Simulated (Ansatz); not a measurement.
Geometry optimisation, RKS LDA/def2-TZVP (Ansatz 0.2.0).

Input file:

```yaml
crystal:
  periodic: [false, false, false]
  atoms:
    - { symbol: Al, position_ang: [0.0, 0.0, 0.0] }
    - { symbol: H, position_ang: [0.0, 0.0, 1.56] }
    - { symbol: H, position_ang: [1.351, 0.0, -0.78] }
    - { symbol: Cl, position_ang: [-1.9312, 0.0, -1.115] }
basis:
  gaussian: { orbitals: def2-TZVP }
hamiltonian:
  xc: lda
relax:
  f_tol: 0.02
  max_steps: 40
```

Run as:

```bash
$ ansatz run input.yaml --threads 1 --pin off --max-ram 2048MiB --backend cpu --events-out ev --progress --plain --runs-dir out
```

Question: Where does it end, and by what steps?

Answer: The forces met the threshold. After 3 steps the energy has fallen by 0.160 eV; Cl4 moved furthest, 0.13 Å.

```json
{"step": "0", "energy less start (eV)": "0.0000", "largest force component (eV/Å)": "1.497", "accepted": "yes"}
{"step": "1", "energy less start (eV)": "-0.1480", "largest force component (eV/Å)": "0.536", "accepted": "yes"}
{"step": "2", "energy less start (eV)": "-0.1596", "largest force component (eV/Å)": "0.067", "accepted": "yes"}
{"step": "3", "energy less start (eV)": "-0.1599", "largest force component (eV/Å)": "0.006", "accepted": "yes"}
```

```xyz
4
Properties=species:S:1:pos:R:3
Al -0.006 0.000 -0.003
H -0.085 0.000 1.580
H 1.326 0.000 -0.864
Cl -1.815 0.000 -1.048
```

Whether the end is a true minimum wasn't checked by a vibrational analysis.

Time of the run: 4.1 s on 1 thread of Arm Neoverse V1 (shared host), peak memory 0.12 GiB.
